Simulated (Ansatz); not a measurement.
The same path of H$_{7}$PSi$_{2}$ (10 atoms, charge 0, multiplicity 1) was run 3 times with different band settings. The coordinate that changes most is the height of P3 over the plane of its neighbours.

Computed with RKS B3LYP-D4/def2-SVPD (Ansatz).

Relaxed end points:

```xyz
10
Properties=species:S:1:pos:R:3
Si -1.231 0.692 -0.674
Si 0.251 -1.043 -0.113
P 1.950 -0.357 1.255
H -2.332 0.224 -1.568
H -0.480 1.779 -1.368
H -1.832 1.252 0.572
H 0.878 -1.616 -1.341
H -0.468 -2.142 0.596
H 1.094 0.349 2.156
H 2.253 0.810 0.487
```

```xyz
10
Properties=species:S:1:pos:R:3
Si -1.368 0.729 -0.800
Si 0.138 -0.855 0.069
P 1.459 0.185 1.618
H -2.266 0.107 -1.816
H -0.613 1.842 -1.446
H -2.201 1.295 0.300
H 0.922 -1.483 -1.036
H -0.611 -1.932 0.779
H 2.425 -0.867 1.687
H 2.199 0.926 0.647
```

Common settings: spring 5.0 eV/Å²; start path through a guess of the saddle point; force threshold 0.05 eV/Å; iteration limit 60; end points relaxed.

| run | movable images | climbing image | optimiser |
| --- | --- | --- | --- |
| 1 | 5 | yes | quadratic models (default) |
| 2 | 2 | yes | quadratic models (default) |
| 3 | 5 | from the first iteration | lbfgs |

Task: What does each run give, and how far can it be trusted?

Result: Run 1: converged after 20 iterations, highest image 1.104 eV above the first end. A vibrational analysis at the climbing image gives 2 clearly imaginary modes (742i, 171i cm⁻¹): a point of higher order, so a lower path passes nearby.
Run 2: converged after 28 iterations, highest image 1.070 eV above the first end. The order of the stationary point at the top wasn't checked. So few images can step over the top or miss a turn of the path.
Run 3: converged after 35 iterations, highest image 1.105 eV above the first end. Another band between the same ends (5 images) ends at a top of the same energy, where a vibrational analysis finds 2 clearly imaginary modes.
